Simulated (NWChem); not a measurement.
# methane (CH4); SMILES C

Results from NWChem. All runs use the structure optimised with PBE0/def2-SVP.

Diagonal of the polarisability tensor at PBE0/def2-SVPD, static: 16.67, 16.67, 16.67 bohr³.

Problem. Find the mean polarisability volume, the molar refraction, and the refractive index that an ideal gas of it would have at 273.15 K and 1 atm.

Solution. 
1. Mean: one third of the trace = 16.67 bohr³ × 0.14818 Å³/bohr³ = 2.47 Å³.
2. Molar refraction (Lorentz-Lorenz): (4π/3) N_A α = 6.2 cm³/mol.
3. Number density p/kT = 2.687 × 10⁻⁵ Å⁻³; n − 1 = 2π N α = 4.17 × 10⁻⁴.
4. These hold the electronic response alone: vibrational and orientational terms add to the static dielectric constant.
